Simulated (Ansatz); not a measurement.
**CHMg (doublet): from Hartree-Fock to the top rungs at distance Mg2–H3 = 1.374 Å, 6-31G**

Aim: climb from Hartree-Fock through coupled cluster and multireference methods for CHMg (doublet) at one geometry and basis, and see what each rung misses.

Computed with Ansatz 0.2.0, Gaussian basis. Level: 6-31G, core rule «outside noble gas», up to 6 orbitals frozen.

To be run: UHF; CCSD(T) on ROHF; CCSD(T) on UHF; BCCD(T) on ROHF; CISD as a restricted active space (open shells left free, so some higher excitations enter); CCSDT(Q) on ROHF; CCSDT(Q) on UHF; CISDTQ; CCSDTQ on ROHF; CCSDTQ on UHF; CASSCF and MRCISD+Q, 3 electrons in 3 orbitals; CASSCF and NEVPT2, 3 electrons in 3 orbitals; CASSCF and MRCISD+Q, 7 electrons in 9 orbitals; CASSCF and NEVPT2, 7 electrons in 9 orbitals; Full CI.

18 further runs of the same task are left out: 5 for a known fault of the program, 10 that didn't finish, 3 set aside as unsound or not needed. Runs told in other sessions of the task aren't counted.

### 1 The geometry

The geometry derives from a PBE0/def2-TZVP stationary point (not a proven minimum). One bond is set to the value named and the two fragments are kept rigid.

3 atoms, charge 0, spin multiplicity 2.

Atoms are counted from 1 here; the program's logs count them from 0.

Bond lengths: C1–Mg2 2.097 Å, Mg2–H3 1.374 Å. Angles: C1–Mg2–H3 180.0°.

### 2 UHF

File in.yaml:

```yaml
crystal:
  periodic: [false, false, false]
  atoms:
    - {symbol: C, position_ang: [0.000000, 0.000000, 1.855947]}
    - {symbol: Mg, position_ang: [0.000000, 0.000000, -0.240974]}
    - {symbol: H, position_ang: [0.000000, 0.000000, -1.614974]}
basis:
  gaussian: {orbitals: 6-31G}
magnetization: {spin_polarized: true, initial_magnetization: 1}
hamiltonian: {xc: hf}
output: {orbitals: {seedname: orbitals}}
```

Started as:

```bash
ansatz run in.yaml --threads 1 --pin off --events-out ev --progress --plain --max-ram 2393MiB
```

After this run come: CCSD(T) on ROHF; CCSD(T) on UHF; BCCD(T) on ROHF; CISD as a restricted active space (open shells left free, so some higher excitations enter); CCSDT(Q) on ROHF; CCSDT(Q) on UHF; CISDTQ; CCSDTQ on ROHF; CCSDTQ on UHF; CASSCF and MRCISD+Q, 3 electrons in 3 orbitals; CASSCF and NEVPT2, 3 electrons in 3 orbitals; CASSCF and MRCISD+Q, 7 electrons in 9 orbitals; CASSCF and NEVPT2, 7 electrons in 9 orbitals; Full CI.

Q: Predict the results of all the runs planned. Wanted: FCI from the RHF energy; RMP2 from FCI; UMP2 from FCI; RCCSD from FCI; RCCSD(T) from FCI; UCCSD(T) from FCI; RCCSDT(Q) from FCI; UCCSDT(Q) from FCI; NEVPT2 pair from FCI.

**Answer**, as computed:

```
                         quantity                                                                                                                               value
          FCI from the ROHF energy                                                                                                                          -2.4233 eV
                    RMP2 from FCI                                                                                                                        +75.2 kJ/mol
                    UMP2 from FCI                                                                                                                        +23.4 kJ/mol
                   RCCSD from FCI                                                                                                                         +8.0 kJ/mol
                RCCSD(T) from FCI                                                                                                                         +3.0 kJ/mol
                UCCSD(T) from FCI                                                                                                                       -145.2 kJ/mol
               RCCSDT(Q) from FCI                                                                                                                         +0.2 kJ/mol
               UCCSDT(Q) from FCI                                                                                                                         +0.1 kJ/mol
             NEVPT2 pair from FCI                                                                                                                        +58.4 kJ/mol
           MRCISD+Q pair from FCI                                                                                                                         +0.4 kJ/mol
          NEVPT2 valence from FCI                                                                                                                        +17.9 kJ/mol
levels within 1 kcal/mol (43 meV)  RCCSD(T), BCCD(T), RCCSDT, UCCSDT, CISDTQ, RCCSDT(Q), UCCSDT(Q), RCCSDTQ, UCCSDTQ, MRCISD+Q pair, MRCISD valence, MRCISD+Q valence
                    T1 diagnostic                                                                                                                               0.022
   effectively unpaired electrons                                                                                                                                1.14
```

In words: RCCSD(T) misses by +3.0 kJ/mol, 1.3 % of the correlation energy. CCSD(T) misses by +3.0 kJ/mol on the restricted determinant and by -145.2 kJ/mol on the unrestricted one; the two need not hold the same state or core. UCCSD, UCCSD(T) fall below full CI: unrestricted runs freeze a spin-polarised core, another one than full CI's, and coupled cluster isn't variational. One determinant dominates. Of the multireference levels listed MRCISD+Q pair comes nearest in total energy (+0.4 kJ/mol), which doesn't show that its space is the better one. These misses are within one basis, not against nature; the frozen cores of restricted and unrestricted runs differ, which can shift their rows.

Levels on UHF freeze UHF's core orbitals, full CI those of ROHF, so the U rows can settle a little off it for that reason alone.

With open shells the CI space here admits some higher excitations, so it is larger than plain CISD.
